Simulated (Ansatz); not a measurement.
**Abstraction of H: CH3N + SiH3(CC) → CH2N + C2H4Si**

Species: CH3N (methanimine) `C=N`, singlet; SiH3(CC), doublet; CH2N `C=[N]`, doublet; C2H4Si (ethynylsilane) `C#C[SiH3]`, singlet. A radical takes H: the energy is the difference in strength between the N–H bond broken and the C–H bond made.

Shapes, held fixed at every level: PBE0-D4/def2-TZVP. Programs: Ansatz 0.2.0. The zero-point and thermal change to 298 K, harmonic and unscaled (PBE0-D4/def2-TZVP), is -8.4 kJ/mol.

(1) Estimate ΔH(298 K) of this reaction.

Answers

(1) B2PLYP/def2-TZVPP gives ΔH(298 K) = -195.9 kJ/mol; the levels span -204.9 to -190.1. The median of the levels is -199.5. No measured value is set beside it here. Spin contamination: SiH3(CC) (⟨S²⟩ up to 1.16), CH2N (⟨S²⟩ up to 0.93). Open shells run unrestricted unless RO is named. Times are processor times on shared x86 and Arm servers, and rough.

```csv
level,kind,ΔH(298 K) (kJ/mol),CPU time (sum over the molecules)
PBE-D4/def2-TZVPP,GGA,-190.1,20 s
B3LYP-D4/def2-TZVPP,global hybrid,-199.5,32 s
BHLYP-D4/def2-TZVPP,global hybrid,-204.9,27 s
r2SCAN0-D4/def2-TZVPP,global hybrid,-193.1,33 s
wB97M-V/def2-TZVPP,range-separated hybrid,-199.5,1.7 min
wB97X-V/def2-TZVPP,range-separated hybrid,-201.2,87 s
B2PLYP/def2-TZVPP,double hybrid,-195.9,29 s
```
